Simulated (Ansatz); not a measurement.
## How far each method lies from full CI for [CH3···H···H], doublet

Geometry: a point of a hydrogen-transfer path between rigid fragments, not a stationary point.

```xyz
6

C    -0.1344    0.0000    0.0000
H    -0.4976    1.0273    0.0000
H    -0.4976   -0.5137    0.8897
H    -0.4976   -0.5137   -0.8897
H     1.1146    0.0000    0.0000
H     1.9796    0.0000    0.0000
```

Basis 6-31G; Ansatz 0.2.0. Correlated methods freeze the noble-gas cores, which leaves 9 electrons in 18 orbitals. Prefix R: restricted or restricted open-shell reference; prefix U: unrestricted. Active spaces: pair = (3e, 3o) about the gap; valence = (9e, 9o) chosen from the atoms' valence shells.

Full CI is exact within this basis and frozen core; it isn't the basis-set limit. The frozen core follows each run's orbitals, which can shift R against U totals by a few meV.

For open shells CISD is restricted-active-space CI with the open shells as a complete middle space.

The UHF ⟨S²⟩ is 0.777, the T1 diagnostic (RCCSD) is 0.0177 and the largest doubles amplitude (RCCSD) is 0.065. The T1 diagnostic (UCCSD) is 0.0099.

```tsv
level	E − E(RHF) (eV)
UHF	-0.2435
RMP2	-3.0450
UMP2	-3.0156
RCCSD	-3.6397
UCCSD	-3.6436
RCCSD(T)	-3.6945
UCCSD(T)	-3.6937
```

Q: Estimate how far full CI in 6-31G lies from RCCSD(T). The table doesn't fix it; the size of (T) and the diagnostics are the guide.

A: Full CI in 6-31G lies 0.39 mEh below RCCSD(T), which is 20 % of the (T) step (-2.01 mEh). The diagnostics are small and one determinant leads, so the series closes fast and only a small part of (T) is left.

The other levels:

| level | E − E(full CI) (mEh) | share of correlation (%) | wall time |
| --- | --- | --- | --- |
| CISD | 8.45 | 93.79 | 0.33 s |
| BCCD(T) | 0.41 | 99.70 | 0.48 s |
| RCCSDT | 0.11 | 99.92 | – |
| UCCSDT | 0.10 | 99.92 | – |
| RCCSDT(Q) | 0.01 | 99.99 | 2.7 s |
| UCCSDT(Q) | 0.00 | 100.00 | 2.4 s |
| RCCSDTQ | 0.01 | 99.99 | 26 s |
| CASSCF (pair space) | 111.67 | 17.99 | – |
| NEVPT2 (pair space) | 19.86 | 85.41 | 0.18 s |
| CASSCF (valence space) | 43.68 | 67.92 | – |
| NEVPT2 (valence space) | 9.99 | 92.67 | 2.3 s |
| MRCISD (valence space) | 0.95 | 99.30 | – |
| MRCISD+Q (valence space) | 0.09 | 99.94 | 3.7 s |
| MRCISD+Q(relaxed) (valence space) | -0.13 | 100.10 | 4.9 s |

The correlation energy at full CI, counted from RHF, is -3.705 eV. That run took 84 s on 1 thread of Arm Neoverse V1, shared host over 13,106,016 determinants.

Times hold each run's SCF and search for its determinant on a shared host, so for small cases they say little of a method's own cost; they ran on 1 thread of Arm Neoverse V1.

The full-CI state has the irrep A' of Cs, in the program's axes (one component, if the state is degenerate).

Natural occupations of full CI about the gap: 1.979 1.967 1.967 1.964 0.998 0.026 0.024 0.024 0.021 0.006; effectively unpaired electrons, Σ n²(2−n)², 1.02.
